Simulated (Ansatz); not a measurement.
**Basis-set limit of Pd, singlet**

A free Pd atom.

Ansatz 0.2.0, RHF determinant, valence electrons correlated, core potentials past Kr. Energies in eV.

| set | X | functions | Hartree–Fock | MP2 correlation | CCSD(T) correlation | time |
| --- | --- | --- | --- | --- | --- | --- |
| def2-TZVPP | 3 | 56 | -3456.6677 | -9.7653 | -9.3252 | 2 s on 1 × NVIDIA H100 80GB HBM3 with 1 thread of AMD EPYC 7R13 Processor (Zen 3) (shared host) |
| def2-QZVPP | 4 | 88 | -3456.7270 | -10.6553 | -10.1676 | 2.1 s on 1 × NVIDIA H100 80GB HBM3 with 1 thread of AMD EPYC 7R13 Processor (Zen 3), with other jobs on the host |

Hartree–Fock is taken to follow E(X) = E∞ + A·exp(−7.88·√X), correlation E(X) = E∞ + B·X^−2.97.

Cautions: no spin-orbit coupling; outer-core shells of the metal frozen.

Question: Work out the CCSD(T) energy at the limit, and how far the shortcut misses it that extrapolates MP2 and adds CCSD(T) minus MP2 from the smaller set.

Answer: Hartree–Fock: E∞ = E4 + 0.1377·(E4 − E3) = -3456.7352. Correlation: E∞ = E4 + 0.7407·(E4 − E3) = -10.7917 for CCSD(T) and -11.3146 for MP2. The limit is -3467.5269 eV, 0.632 eV below def2-QZVPP. The shortcut gives a correlation energy of -11.3146 + (0.4401) = -10.8746, 83 meV lower than the direct value.

The exponents were fitted on light atoms, and def2 sets of heavy atoms don't grow evenly, so the limit is rough here.
